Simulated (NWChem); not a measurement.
Species: hydrogen sulfide (H$_{2}$S); SMILES S

Results from NWChem. Each level has its own optimisation. Computed dipoles belong to the equilibrium geometry; the measured one is vibrationally averaged.

Measured dipole moment: 0.97 D (NIST CCCBDB, as tabulated in the package chemicals).

Which of these levels lies farthest from the measured value, and how do the others fare: Hartree-Fock/aug-pcseg-1; Hartree-Fock/3-21G; Hartree-Fock/pcseg-2; Hartree-Fock/def2-TZVPP; Hartree-Fock/pcseg-1?

Hartree-Fock/3-21G.
| level | dipole moment (D) | computed − measured |
|---|---|---|
| Hartree-Fock/3-21G | 1.83 | +0.86 |
| Hartree-Fock/pcseg-1 | 1.41 | +0.44 |
| Hartree-Fock/aug-pcseg-1 | 1.15 | +0.18 |
| Hartree-Fock/pcseg-2 | 1.23 | +0.26 |
| Hartree-Fock/def2-TZVPP | 1.14 | +0.17 |
